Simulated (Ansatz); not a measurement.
**N₂H₃ (doublet): the correlation ladder, def2-QZVPP**

The task here is to estimate one member of a computed series from the others.

Method: def2-QZVPP, core rule «outside noble gas», up to 2 orbitals frozen; program: Ansatz 0.2.0, Gaussian basis.

To be run: UHF; ROHF; CCSD(T) on UHF.

2 further runs of the same task are left out: 2 set aside as unsound or not needed.

### What is computed

The geometry is a PBE0/def2-TZVP stationary point (not a proven minimum).

5 atoms, charge 0, spin multiplicity 2.

Atoms are counted from 1 here; the program's logs count them from 0.

Bond lengths: N1–N2 1.338 Å, N1–H3 1.012 Å, N1–H4 1.007 Å, N2–H5 1.021 Å. Angles: N2–N1–H3 120.9°, N2–N1–H4 113.9°, H3–N1–H4 114.6°, N1–N2–H5 106.1°.

The first run:

The input, in.yaml:

```yaml
crystal:
  periodic: [false, false, false]
  atoms:
    - {symbol: N, position_ang: [-0.060277, -0.053084, 0.622021]}
    - {symbol: N, position_ang: [0.034117, 0.122863, -0.700923]}
    - {symbol: H, position_ang: [0.213328, -0.927712, 1.050447]}
    - {symbol: H, position_ang: [0.166554, 0.767486, 1.160673]}
    - {symbol: H, position_ang: [-0.016346, -0.809450, -1.114669]}
basis:
  gaussian: {orbitals: "def2-QZVPP.json"}
magnetization: {spin_polarized: true, initial_magnetization: 1}
hamiltonian: {xc: hf}
output: {orbitals: {seedname: orbitals}}
```

Run with:

```sh
> ansatz run in.yaml --threads 1 --pin off --events-out ev --progress --plain --max-ram 2393MiB
```

Steps of the session up to this table: UHF; ROHF; CCSD(T) on UHF.

One of the session's tables, all rows but one given; the rest of the session is left out.

```
  method  from UCCSD(T) (meV)
    ROHF                    ?
     UHF             +12596.4
    UMP2               +936.6
   UCCSD               +484.7
UCCSD(T)                    0
```

Q: Estimate the row for ROHF from the others.

As computed: from UCCSD(T) (meV): +12788.7. In the column «from UCCSD(T) (meV)» it is the highest.
